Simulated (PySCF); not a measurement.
What PySCF settings do for HF

Base input, run as `OMP_NUM_THREADS=1 python input.py` with PySCF 2.14:

```python
from pyscf import gto, scf, tdscf

mol = gto.M(
    atom='H 0 0 0; F 0 0 0.888',
    basis='jorge-dzp',
    charge=0,
    spin=2,
    verbose=4,
)
mf = scf.UHF(mol)
mf.kernel()
td = tdscf.TDA(mf)
td.nstates = 5
td.kernel()
td.analyze()
mf.dip_moment()
print('orbital energies (hartree):', [e[max(0, n-3):n+3].round(4) for e, n in zip(mf.mo_energy, mol.nelec)])
```

Base result: E(SCF) = -99.694689 Eh, 9 cycles, ⟨S²⟩ = 2.003, μz(SCF) = 2.17 D, first excitations without spin–orbit coupling 0.20, 4.03, 14.12, 18.01, 18.37 eV. The bond length is a typed value, not an optimised one. No search for the lowest solution was made.

Run time: 1.7 s on 1 thread of Intel Xeon Platinum 8488C (shared host), peak memory 0.12 GiB.

Each row names what differs from the base; energies in brackets are changes from the base.

| change | result |
| --- | --- |
| basis set: jorge-dzp → cc-pvtz | E(SCF) = -99.718430 Eh (-0.6460 eV), 9 cycles, ⟨S²⟩ = 2.004, μz(SCF) = 2.42 D, first excitations without spin–orbit coupling 0.31, 4.08, 9.59, 15.50, 16.70 eV |
| PCM solvent, dielectric constant: none → 78.36; step after the SCF: tda → analyze | E(SCF) = -99.699635 Eh (-0.1346 eV), 9 cycles, ⟨S²⟩ = 2.003, μz(SCF) = 2.25 D |
| geometry: bond 0.888 → bond 0.826 | E(SCF) = -99.656207 Eh (+1.0472 eV), 9 cycles, ⟨S²⟩ = 2.003, μz(SCF) = 2.26 D, first excitations without spin–orbit coupling 0.20, 4.52, 15.23, 17.34, 18.87 eV |
| spin (2S): 2 → 12 [unsound on purpose] | stops with AssertionError |
| spin (2S): 2 → 4 [a high spin state] | E(SCF) = -98.739227 Eh (+25.9995 eV), 9 cycles, ⟨S²⟩ = 6.007, μz(SCF) = 4.49 D, first excitations without spin–orbit coupling 1.79, 1.79, 2.77, 2.77, 5.71 eV |
| Cartesian functions: off → on | E(SCF) = -99.696059 Eh (-0.0373 eV), 9 cycles, ⟨S²⟩ = 2.003, μz(SCF) = 2.21 D, first excitations without spin–orbit coupling 0.20, 4.02, 14.15, 18.04, 18.40 eV |
| basis set: jorge-dzp → sbkjc; core potential: off → on | E(SCF) = -24.058284 Eh, 8 cycles, ⟨S²⟩ = 2.002, μz(SCF) = 2.33 D, first excitations without spin–orbit coupling 0.03, 3.42, 16.03, 17.37, 19.65 eV |
| PCM solvent, dielectric constant: none → 32.6; step after the SCF: tda → analyze | E(SCF) = -99.699541 Eh (-0.1320 eV), 9 cycles, ⟨S²⟩ = 2.003, μz(SCF) = 2.25 D |
| step after the SCF: tda → cisd; frozen orbitals: default → 0 | E(SCF) = -99.694689 Eh (+0.0000 eV), 9 cycles, E(CISD) − E(SCF) = -0.16854 Eh, ⟨S²⟩ = 2.003, μz(SCF) = 2.17 D |
| point-group symmetry: off → on | not converged: SCF, TD-SCF states [0, 4] after 50 cycles |
| functional: none (Hartree–Fock) → wb97; SCF type: UHF → UKS; step after the SCF: tda → analyze | E(SCF) = -100.038682 Eh, 8 cycles, ⟨S²⟩ = 2.002, μz(SCF) = 2.19 D |
| length unit: angstrom → bohr [unsound on purpose] | E(SCF) = -98.643634 Eh (+28.6007 eV), 8 cycles, ⟨S²⟩ = 2.002, μz(SCF) = 1.96 D, first excitations without spin–orbit coupling 0.20, 6.60, 14.20, 14.49, 15.75 eV |
| geometry: bond 0.888 → bond 1.776 | E(SCF) = -99.878835 Eh (-5.0109 eV), 8 cycles, ⟨S²⟩ = 2.003, μz(SCF) = 0.33 D, first excitations without spin–orbit coupling 0.20, 0.40, 13.52, 13.72, 16.97 eV |
| initial guess: minao → 1e | E(SCF) = -99.694689 Eh (+0.0000 eV), 9 cycles, ⟨S²⟩ = 2.003, μz(SCF) = 2.17 D, first excitations without spin–orbit coupling 0.20, 4.03, 14.12, 18.01, 18.37 eV |
| PCM solvent, dielectric constant: none → 20.5; step after the SCF: tda → analyze | E(SCF) = -99.699446 Eh (-0.1295 eV), 9 cycles, ⟨S²⟩ = 2.003, μz(SCF) = 2.25 D |
| step after the SCF: tda → ccsd(t); frozen orbitals: default → 1 | E(SCF) = -99.694689 Eh (+0.0000 eV), 9 cycles, E(CCSD) − E(SCF) = -0.15755 Eh, (T) = -0.00198 Eh, ⟨S²⟩ = 2.003, μz(SCF) = 2.17 D |
| basis set: jorge-dzp → x2c-tzvpall; spin-free X2C: off → on | E(SCF) = -99.813229 Eh, 9 cycles, ⟨S²⟩ = 2.004, μz(SCF) = 2.68 D, first excitations without spin–orbit coupling 0.31, 4.07, 10.03, 12.27, 13.26 eV |
| functional: none (Hartree–Fock) → lc_wpbe; SCF type: UHF → UKS; step after the SCF: tda → analyze | E(SCF) = -100.012858 Eh, 8 cycles, ⟨S²⟩ = 2.001, μz(SCF) = 2.19 D |
| spin (2S): 2 → 6 [a high spin state] | E(SCF) = -97.587813 Eh (+57.3310 eV), 10 cycles, ⟨S²⟩ = 12.003, μz(SCF) = 3.64 D, first excitations without spin–orbit coupling 2.15, 3.49, 6.02, 15.96, 17.45 eV |
| spin-free X2C: off → on [basis contracted without relativity] | E(SCF) = -99.778291 Eh, 9 cycles, ⟨S²⟩ = 2.003, μz(SCF) = 2.17 D, first excitations without spin–orbit coupling 0.20, 4.03, 14.13, 18.01, 18.34 eV |
| charge: 0 → 1; spin (2S): 2 → 1 [another spin of the ion may lie lower] | E(SCF) = -99.512612 Eh (+4.9546 eV), 9 cycles, ⟨S²⟩ = 0.753, first excitations without spin–orbit coupling 0.20, 4.43, 17.43, 18.97, 19.85 eV |

Order these changes by how far they move the SCF energy from the base, largest first: (1) PCM solvent, dielectric constant: none → 32.6; step after the SCF: tda → analyze; (2) PCM solvent, dielectric constant: none → 78.36; step after the SCF: tda → analyze; (3) geometry: bond 0.888 → bond 0.826; (4) geometry: bond 0.888 → bond 1.776.

(4) -5.0109 eV, (3) +1.0472 eV, (2) -0.1346 eV, (1) -0.1320 eV.
